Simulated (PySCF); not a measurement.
NaO from Hartree–Fock to correlated methods

State: ²Π (doublet), unpaired electrons π ↑. Set-up: basis Na x2c-TZVPPall, O x2c-TZVPPall; spin-free X2C with a Gaussian nucleus; PySCF 2.14. De refers to Na + O in their high-spin ground configurations, without counterpoise correction. The functionals are run spin-unrestricted. A positive dipole means Na(−)O(+).

```json
{"Level": "UHF", "Re (Å)": "2.041", "ωe (cm⁻¹)": "513", "De (eV)": "0.84", "μ (D)": "-8.54", "CPU s a point (SCF and correlation, without the integrals)": "0.64"}
{"Level": "UHF-MP2", "Re (Å)": "2.045", "ωe (cm⁻¹)": "497", "De (eV)": "2.53", "μ (D)": "n/a", "CPU s a point (SCF and correlation, without the integrals)": "0.93"}
{"Level": "UHF-SCS-MP2", "Re (Å)": "2.047", "ωe (cm⁻¹)": "497", "De (eV)": "2.51", "μ (D)": "n/a", "CPU s a point (SCF and correlation, without the integrals)": "n/a"}
{"Level": "UHF-CCSD", "Re (Å)": "2.041", "ωe (cm⁻¹)": "501", "De (eV)": "2.34", "μ (D)": "n/a", "CPU s a point (SCF and correlation, without the integrals)": "n/a"}
{"Level": "UHF-CCSD(T)", "Re (Å)": "2.045", "ωe (cm⁻¹)": "496", "De (eV)": "2.44", "μ (D)": "n/a", "CPU s a point (SCF and correlation, without the integrals)": "24"}
{"Level": "LDA", "Re (Å)": "2.028", "ωe (cm⁻¹)": "494", "De (eV)": "3.29", "μ (D)": "-7.16", "CPU s a point (SCF and correlation, without the integrals)": "0.56"}
{"Level": "PBE", "Re (Å)": "2.069", "ωe (cm⁻¹)": "466", "De (eV)": "2.86", "μ (D)": "-7.13", "CPU s a point (SCF and correlation, without the integrals)": "1.1"}
{"Level": "BLYP", "Re (Å)": "2.074", "ωe (cm⁻¹)": "463", "De (eV)": "2.89", "μ (D)": "-7.05", "CPU s a point (SCF and correlation, without the integrals)": "0.5"}
{"Level": "r²SCAN", "Re (Å)": "2.055", "ωe (cm⁻¹)": "487", "De (eV)": "2.76", "μ (D)": "-7.74", "CPU s a point (SCF and correlation, without the integrals)": "1.2"}
{"Level": "M06-L", "Re (Å)": "2.057", "ωe (cm⁻¹)": "486", "De (eV)": "3.06", "μ (D)": "-8.14", "CPU s a point (SCF and correlation, without the integrals)": "1.2"}
{"Level": "PBE0", "Re (Å)": "2.046", "ωe (cm⁻¹)": "493", "De (eV)": "2.54", "μ (D)": "-7.77", "CPU s a point (SCF and correlation, without the integrals)": "1.2"}
{"Level": "HSE06", "Re (Å)": "2.046", "ωe (cm⁻¹)": "492", "De (eV)": "2.55", "μ (D)": "-7.76", "CPU s a point (SCF and correlation, without the integrals)": "1.1"}
{"Level": "M06-2X", "Re (Å)": "2.033", "ωe (cm⁻¹)": "517", "De (eV)": "2.76", "μ (D)": "-8.10", "CPU s a point (SCF and correlation, without the integrals)": "1.4"}
```

Which functional lies closest to UHF-CCSD(T) in De, which farthest, and by how much do they differ from it?

Closest is PBE0 (+0.1 pm in Re, -0.6 % in ωe, +0.10 eV in De against UHF-CCSD(T) in the same basis), farthest LDA (-1.7 pm in Re, -0.4 % in ωe, +0.85 eV in De). CCSD(T) converges more slowly with the basis than the functionals do and binds too weakly in this one, so the order can change at the basis-set limit.

What does a quarter of exact exchange do here, going from PBE to PBE0?

PBE0 less PBE: -2.3 pm in Re, +5.8 % in ωe, -0.32 eV in De. Exact exchange removes part of the self-interaction that spreads semilocal densities, and in most molecules shortens and stiffens the bond and lowers De; so it does here.

What does the step from GGA to meta-GGA do here, going from PBE to r²SCAN?

r²SCAN less PBE: -1.4 pm in Re, +4.5 % in ωe, -0.10 eV in De. 

Correlated steps freeze 2 core orbitals. The state was picked by a PBE0 search and need not be the measured ground state.

The whole job (state search and all levels along the bond) took about 5.4 min on 1 thread of Arm Neoverse V1 (shared host), peak memory 1.1 GiB.
